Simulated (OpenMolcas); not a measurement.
## Potential curves of BCl⁺: spin–orbit levels

Computed with OpenMolcas 26.06: state-averaged CASSCF(7,7) over Cl 3p, B 2s 2p, XMS-CASPT2 (IPEA 0.25, imaginary shift 0.2 hartree), scalar X2C, ANO-RCC-VTZP, then RASSI spin–orbit state interaction with atomic mean-field integrals. C2 symmetry about the axis (a holds Σ, Δ, Γ; b holds Π, Φ, H; Σ⁺ and Σ⁻ are not told apart); roots by multiplicity and irrep: 2a 1, 2b 4, 4a 3.

XMS-CASPT2 energies with spin–orbit state interaction in eV from the lowest point. Curves are followed by energy order within each symmetry, so they are adiabatic and may change character at avoided crossings.

```json
{"R (Å)": "1.379", "(1)Ω=1/2": "1.536", "(1)Ω=3/2": "6.712", "(2)Ω=1/2": "6.700", "(3)Ω=1/2": "8.542", "(2)Ω=3/2": "8.486"}
{"R (Å)": "1.459", "(1)Ω=1/2": "0.539", "(1)Ω=3/2": "5.505", "(2)Ω=1/2": "5.502", "(3)Ω=1/2": "6.781", "(2)Ω=3/2": "6.732"}
{"R (Å)": "1.531", "(1)Ω=1/2": "0.115", "(1)Ω=3/2": "4.829", "(2)Ω=1/2": "4.843", "(3)Ω=1/2": "5.746", "(2)Ω=3/2": "5.713"}
{"R (Å)": "1.603", "(1)Ω=1/2": "0.000", "(1)Ω=3/2": "4.306", "(2)Ω=1/2": "4.350", "(3)Ω=1/2": "5.129", "(2)Ω=3/2": "5.124"}
{"R (Å)": "1.683", "(1)Ω=1/2": "0.118", "(1)Ω=3/2": "3.833", "(2)Ω=1/2": "3.895", "(3)Ω=1/2": "4.930", "(2)Ω=3/2": "4.940"}
{"R (Å)": "1.763", "(1)Ω=1/2": "0.402", "(1)Ω=3/2": "3.398", "(2)Ω=1/2": "3.465", "(3)Ω=1/2": "4.957", "(2)Ω=3/2": "4.968"}
{"R (Å)": "1.875", "(1)Ω=1/2": "0.949", "(1)Ω=3/2": "3.005", "(2)Ω=1/2": "3.074", "(3)Ω=1/2": "5.162", "(2)Ω=3/2": "5.158"}
{"R (Å)": "2.020", "(1)Ω=1/2": "1.727", "(1)Ω=3/2": "2.721", "(2)Ω=1/2": "2.791", "(3)Ω=1/2": "5.309", "(2)Ω=3/2": "5.308"}
{"R (Å)": "2.244", "(1)Ω=1/2": "2.573", "(1)Ω=3/2": "2.560", "(2)Ω=1/2": "2.652", "(3)Ω=1/2": "5.726", "(2)Ω=3/2": "5.726"}
{"R (Å)": "2.565", "(1)Ω=1/2": "2.702", "(1)Ω=3/2": "2.636", "(2)Ω=1/2": "3.202", "(3)Ω=1/2": "6.377", "(2)Ω=3/2": "6.377"}
```

(1) With masses 34.969 and 11.009 u, fit the curves (1)Ω=1/2 near their minima.

The 5 lowest clean curves are shown; the next is (1)Ω=7/2, from 5.41 eV. Left out for impure symmetry, kinks or missing points, though low: (4)Ω=1/2, (3)Ω=3/2. Only roots inside an energy window near the equilibrium distance were included, so the list of states is not complete; labels number the states computed. Each spin and symmetry block has orbitals of its own, averaged over its own roots, so gaps between blocks are less sure than gaps within one and near the minimum can be off by tenths of an eV, in bad cases by more. No Rydberg orbitals are active, so Rydberg states, and σ→σ* states whose orbital the CASSCF left unused, can be missing between those listed. CASPT2 splits the two components of degenerate states numerically, here by up to 26 cm⁻¹. No roots were computed in block 4b (none fell in the window or the block failed), so states of that kind are missing and can lie low or lowest. Points that failed a check (symmetry, reference weights, a jump) are left out.

Results:

(1) At XMS-CASPT2 with spin–orbit state interaction, Te from the lowest curve (the fit fixes ωe to a per cent or two; the method's Re and ωe can be off by some per cent):

```tsv
curve	Te (cm⁻¹)	Re (Å)	ωe (cm⁻¹)
(1)Ω=1/2	0	1.601	1150.6
```
